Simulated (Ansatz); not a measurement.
**[AlH2···H···SiH3], doublet in cc-pVDZ: errors against UCCSDT(Q)**

Geometry: a point of a hydrogen-transfer path between rigid fragments, not a stationary point.

| atom | x (Å) | y (Å) | z (Å) |
| --- | --- | --- | --- |
| Al | -1.9992 | 0.0000 | 0.0000 |
| H | -2.7921 | 1.3734 | 0.0000 |
| H | -2.7921 | -1.3734 | 0.0000 |
| H | -0.0512 | 0.0000 | 0.0000 |
| Si | 1.8728 | 0.0000 | 0.0000 |
| H | 2.3228 | -1.4163 | 0.0000 |
| H | 2.3228 | 0.7081 | -1.2265 |
| H | 2.3228 | 0.7081 | 1.2265 |

Basis cc-pVDZ; Ansatz 0.2.0. Only valence electrons are correlated (noble-gas cores frozen), which leaves 13 electrons in 56 orbitals. R marks a restricted (for open shells ROHF) determinant, U an unrestricted one. Active spaces: pair = (3e, 3o) about the gap; frontier = (9e, 9o) about the gap.

Full CI isn't at hand for all of this; UCCSDT(Q) serves as the reference, and is uncertain by about the last step of the cluster series. The frozen core follows each run's orbitals, which can shift R against U totals by a few meV.

For open shells CISD is restricted-active-space CI with the open shells as a complete middle space.

* UHF ⟨S²⟩: 0.788
* T1 diagnostic (RCCSD): 0.0188
* largest doubles amplitude (RCCSD): 0.043
* T1 diagnostic (UCCSD): 0.0158

```tsv
level	E − E(RHF) (eV)
UHF	-0.1754
RMP2	-5.1195
UMP2	-5.0846
RCCSD	-6.4975
UCCSD	-6.5007
RCCSD(T)	-6.6300
UCCSD(T)	-6.6285
```

**Question.** Estimate how far UCCSDT(Q) in cc-pVDZ lies from RCCSD(T). The table doesn't fix it; the size of (T) and the diagnostics are the guide.

**Answer.** UCCSDT(Q) in cc-pVDZ lies 3.8 kJ/mol below RCCSD(T), which is 29 % of the (T) step (-12.8 kJ/mol). The diagnostics give no warning, yet the rest is a sizeable part of (T).

The other levels:

```csv
level,E − E(UCCSDT(Q)) (kJ/mol),share of correlation (%),wall time
CISD,75.8,88.22,7 s
BCCD(T),3.8,99.42,6 s
RCCSDT,0.5,99.93,–
UCCSDT,0.4,99.93,–
RCCSDT(Q),0.0,100.00,6.5 s (H100)
CASSCF (pair space),588.8,8.49,–
NEVPT2 (pair space),146.8,77.19,3.8 s
MRCISD (pair space),64.8,89.93,–
MRCISD+Q (pair space),5.3,99.18,5.5 s (H100)
CASSCF (frontier space),473.9,26.35,–
NEVPT2 (frontier space),139.3,78.34,5.5 s (H100)
MRCISD (frontier space),44.4,93.09,–
MRCISD+Q (frontier space),4.1,99.37,6.5 s (H100)
```

The correlation energy at UCCSDT(Q), counted from RHF, is -6.669 eV. That run took 6.5 s on 2 threads of AMD EPYC 7R13 with a shared H100 80 GB, shared host.

Times hold each run's SCF and search for its determinant on a shared host, so for small cases they say little of a method's own cost; rows without a card ran on 1 thread of AMD EPYC 7R13.
